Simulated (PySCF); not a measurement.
Gas-phase reaction: SiHCl + SiCl4 + H3SiSiCl3 ⇌ 4 SiHCl2. Level: ωB97M-V/def2-TZVP†; standard pressure 1 bar.

Computed with PySCF and rigid-rotor harmonic-oscillator thermochemistry at 1 bar. † marks an energy on the PBE0/def2-TZVP geometry and frequencies. Open shells (unrestricted): SiHCl2 (multiplicity 2); the rest are closed-shell singlets. SiHCl, H3SiSiCl3, SiHCl2: computed as isolated molecules; such fragments, hydroxides, amides, oligomers or adducts are transient or little studied in the gas. The harmonic model lacks anharmonicity and excited electronic states, which grow with temperature; levels with a mode under 35 cm⁻¹ are left out. Internal rotation in H3SiSiCl3 is treated as a harmonic vibration of one conformer, which makes the entropy rough.

```
T (K)  1000/T (1/K)  log10 K
-----  ------------  -------
800          1.2500   -19.58
1000         1.0000   -13.48
1200         0.8333        ?
1400         0.7143    -6.59
1600         0.6250    -4.46
1800         0.5556    -2.82
```

Fit log10 K = a + b·(1000/T) to the five rows, get the mean ΔH° and ΔS°, and predict log10 K at 1200 K.

Means: 1000/T = 0.8290, log10 K = -9.386. Sums of products about the means: Sxy = -8.11250, Sxx = 0.336002, so b = Sxy/Sxx = -24.14 and a = -9.386 − (-24.14)×0.8290 = 10.63.
ΔH° = −R ln 10 × 1000 K × b = −19.145 × (-24.14) = 462 kJ; ΔS° = R ln 10 × a = 204 J/K. The run's own values go from 468 kJ and 210 J/K at 800 K to 452 kJ and 197 J/K at 1800 K.
Prediction at 1200 K: 10.63 + (-24.14)×0.8333 = -9.49. The computed value is -9.45, 0.04 from the line.
For scale, ΔH°(298 K) is 476 kJ at this level, 458 kJ at ωB97X-V/def2-TZVP†, and runs from 283 to 476 kJ over the 19 levels computed.
